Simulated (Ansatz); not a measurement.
# CH5B (triplet): the correlation ladder at distance B1–H4 along a hydrogen transfer = 1.282 Å, cc-pVDZ

An exercise on one series of results from a longer session: the logs are not shown, and one member is left open.

Program: Ansatz 0.2.0, Gaussian basis. Level of theory: cc-pVDZ, core rule «outside noble gas», up to 2 orbitals frozen. These are calculated values, not measurements.

To be run: UHF; CCSD(T) on ROHF; CCSD(T) on UHF; BCCD(T) on ROHF; CISD; CCSDT(Q) on ROHF; CCSDT(Q) on UHF; CASSCF and NEVPT2, 4 electrons in 4 orbitals.

10 further runs of the same task are left out: 2 for a mislabelled method, 7 that didn't finish, 1 set aside as unsound or not needed.

### The geometry

The geometry derives from fragments relaxed apart (PBE0/def2-TZVP) and kept rigid, so it is no stationary point. A hydrogen atom is moved between rigid fragments.

7 atoms, charge 0, spin multiplicity 3.

Atoms are counted from 1 here; the program's logs count them from 0.

Bond lengths: B1–H2 1.193 Å, B1–H3 1.193 Å, B1–H4 1.282 Å, H4–C5 1.310 Å, C5–H6 1.079 Å, C5–H7 1.079 Å. Angles: H2–B1–H3 120.0°, H2–B1–H4 120.0°, H3–B1–H4 120.0°, B1–H4–C5 180.0°, H4–C5–H6 112.6°, H4–C5–H7 112.6°, H6–C5–H7 134.8°.

Set-up of the first run:

Input file in.yaml:

```yaml
crystal:
  periodic: [false, false, false]
  atoms:
    - {symbol: B, position_ang: [-1.338111, 0.000000, 0.000000]}
    - {symbol: H, position_ang: [-1.934844, 1.033571, 0.000000]}
    - {symbol: H, position_ang: [-1.934844, -1.033571, 0.000000]}
    - {symbol: H, position_ang: [-0.056111, 0.000000, 0.000000]}
    - {symbol: C, position_ang: [1.253889, 0.000000, 0.000000]}
    - {symbol: H, position_ang: [1.668357, 0.000000, 0.996161]}
    - {symbol: H, position_ang: [1.668357, 0.000000, -0.996161]}
basis:
  gaussian: {orbitals: cc-pVDZ}
magnetization: {spin_polarized: true, initial_magnetization: 2}
hamiltonian: {xc: hf}
output: {orbitals: {seedname: orbitals}}
```

Command:

```sh
ansatz run in.yaml --threads 1 --pin off --events-out ev --progress --plain --max-ram 2393MiB
```

Among the steps run: UHF; CCSD(T) on ROHF; CCSD(T) on UHF; BCCD(T) on ROHF; CISD; CCSDT(Q) on ROHF; CCSDT(Q) on UHF; CASSCF and NEVPT2, 4 electrons in 4 orbitals.

One table of the session follows, with a row left open; its other results are not shown here.

It belongs to the step «Misses and costs». 

| method | from UCCSDT(Q) (meV) |
| --- | --- |
| ROHF | +7190.2 |
| UHF | +6880.3 |
| RMP2 | +1317.6 |
| UMP2 | +1356.9 |
| CISD | +696.6 |
| RCCSD | ? |
| UCCSD | +166.1 |
| RCCSD(T) | +31.2 |
| UCCSD(T) | +31.8 |
| BCCD(T) | +31.8 |
| RCCSDT | +6.8 |
| UCCSDT | +5.8 |
| RCCSDT(Q) | +0.7 |
| UCCSDT(Q) | 0 |

**Question.** Estimate the row for RCCSD.

**Answer.** from UCCSDT(Q) (meV): +171.8. In the column «from UCCSDT(Q) (meV)» it lies between UCCSD (+166.1) and CISD (+696.6).

Left out of the table: CASSCF pair, NEVPT2 pair (the active space lost an orbital or holds another state than full CI finds).

To keep in mind: Restricted and unrestricted rows rest on different reference determinants; where their highest levels disagree by more than a few hundredths of an eV, they describe different states and don't form one ladder. Warnings in the runs' records: passed over end.
